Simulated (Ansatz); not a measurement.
# C5H10S, SMILES SCC1CCC1: a ranking of conformers

Run with the Python package of Ansatz (0.2.0).

The script, `run_conformers.py`:
```python
"""Rank force-field conformers of C5H10S by single points."""

import ansatz as az
from rdkit import Chem
from rdkit.Chem import AllChem


def main() -> None:
    rd = Chem.AddHs(Chem.MolFromSmiles("SCC1CCC1"))
    ids = list(AllChem.EmbedMultipleConfs(rd, numConfs=20, randomSeed=818, pruneRmsThresh=0.4))
    field = [energy for _, energy in AllChem.MMFFOptimizeMoleculeConfs(rd)]
    distinct = {round(e, 2): i for i, e in zip(ids, field)}
    chosen = sorted(distinct.items())[:4]
    found = []
    for force_field, index in chosen:
        molecule = az.Crystal.molecule()
        for atom, xyz in zip(rd.GetAtoms(), rd.GetConformer(index).GetPositions()):
            molecule = molecule.atom(atom.GetSymbol(), xyz.round(5).tolist())
        model = molecule.calculation().basis(gaussian="def2-SVP").functional("pbe0")
        found.append(model.run(threads=1, pin="off").report["free_energy_ev"])
    print("conformer   MMFF (kcal/mol)   this level (kJ/mol)")
    for (force_field, index), e in zip(chosen, found):
        print(f"{index:9d} {force_field - chosen[0][0]:17.2f} {96.485332 * (e - min(found)):17.3f}")


if __name__ == "__main__":
    main()
```

```console
$ python run_conformers.py
conformer   MMFF (kcal/mol)   this level (kJ/mol)
        5              0.00             0.000
        3              0.02             1.915
        0              1.06             1.994
        2              1.09             2.669
```

The conformers keep their force-field geometries. Hardware and time: 24 s on 1 thread of Arm Neoverse V1, on a shared host, peak memory 0.42 GiB.
